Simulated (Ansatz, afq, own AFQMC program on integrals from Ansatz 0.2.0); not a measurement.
AFQMC on a folder of integrals that Ansatz 0.2.0 wrote.

```yaml
crystal:
  periodic: [false, false, false]
  atoms:
    - {symbol: Ge, position_ang: [0.000000, -0.056494, 0.321116]}
    - {symbol: O, position_ang: [0.000000, 0.170933, -1.519976]}
    - {symbol: H, position_ang: [0.000000, 1.358088, 0.985018]}
basis:
  gaussian: {orbitals: cc-pVDZ}
magnetization: {spin_polarized: false, initial_magnetization: 3}
correlation: {method: ccsd_t, electrons: outside_noble_gas, hamiltonian_folder: ham}
```

```sh
$ ansatz run in.yaml --threads 1 --pin off --events-out ev --progress --plain --max-ram 1382MiB
```

Options of the walk:

```
--method phaseless --trial cisd --walkers 60 --populations 1 --least-time 40 --time-step 0.005 --steps-per-block 50 --equilibration-blocks 28 --max-blocks 300 --target-error 0.0004 --factor-cut 1e-05 --start spin_pure --seed 718 --release-times 0.24,0.51,0.99,1.62,2.4 --release-step 0.03 --release-every 4 --taylor-order 6
```

Times are imaginary, in 1/Eh. The walk had a cap of 766 s. Filled inner d shells are frozen with the cores.

```
orbitals 31  electrons 7 4  factors 235 of 500
reference energy -2150.66285060 Eh
CCSD correlation -0.23305146 Eh in 15 cycles, weight of the determinant in the CISD state 0.8892
energy of the start -2150.895901 Eh
 block  time / (1/Eh)  mean weight  energy / Eh
     1     0.250  1.0022  -2150.893691
     2     0.500  1.0008  -2150.896130
     3     0.750  0.9983  -2150.894805
     4     1.000  1.0005  -2150.895303
     5     1.250  0.9987  -2150.896009
     8     2.000  1.0022  -2150.899034
    13     3.250  1.0013  -2150.901431
    31     7.750  0.9995  -2150.906752
    49    12.250  1.0010  -2150.899323
    67    16.750  0.9999  -2150.907358
    85    21.250  1.0003  -2150.897618
   103    25.750  1.0008  -2150.900232
   121    30.250  1.0005  -2150.901104
   127    31.750  1.0027  -2150.895488
   139    34.750  1.0017  -2150.900874
   157    39.250  0.9983  -2150.899311
   175    43.750  1.0015  -2150.899293
   193    48.250  0.9988  -2150.900309
   211    52.750  0.9996  -2150.901513
   229    57.250  0.9996  -2150.899339
   247    61.750  0.9993  -2150.900859
   265    66.250  1.0012  -2150.911472
blocks merged  error / Eh  count
     1  0.000279  240
     2  0.000320  120
     4  0.000381  60
     8  0.000395  30
    16  0.000372  15
released: time / (1/Eh)  energy / Eh  error  mean overlap
  0.24  -2150.903226  0.000596  0.9945
  0.51  -2150.902777  0.000500  1.0079
  0.99  -2150.903305  0.000406  1.0140
  1.62  -2150.902712  0.000524  1.0087
  2.40  -2150.903321  0.000795  1.0228
energy -2150.902411 +/- 0.000395 Eh
(rows thinned)
```

Task: Estimate how long the walk took on 1 thread of Arm Neoverse V2, on a shared host.

Result: 3.4 min of wall time.

The run passed its tests (sampling time, drift between the halves within three errors, error under three times the target), which doesn't prove that it has relaxed.

Against this walk (error 10.8 meV) on the same determinant: CCSD(T) 27.9 meV higher, CCSDT(Q) 14.6 meV lower (within the noise). The error is statistical and leaves out the bias of the constraint. Released to 1.62 1/Eh the energy moves by -8 ± 18 meV (both errors), within twice the noise.

Cautions: constraint bias not in the error; no relativity below Rb; no spin-orbit coupling; inner d shell frozen; lower spins were not checked.

CCSDT and higher add their correlation energy to the determinant of the CCSD(T) run, since their own runs factorise the integrals more tightly (a shift of under 2 meV). A walk keeps the symmetry of its determinant, which the program's search chose and which needn't be the lowest solution, so a lower state of the same spin and another symmetry isn't excluded.
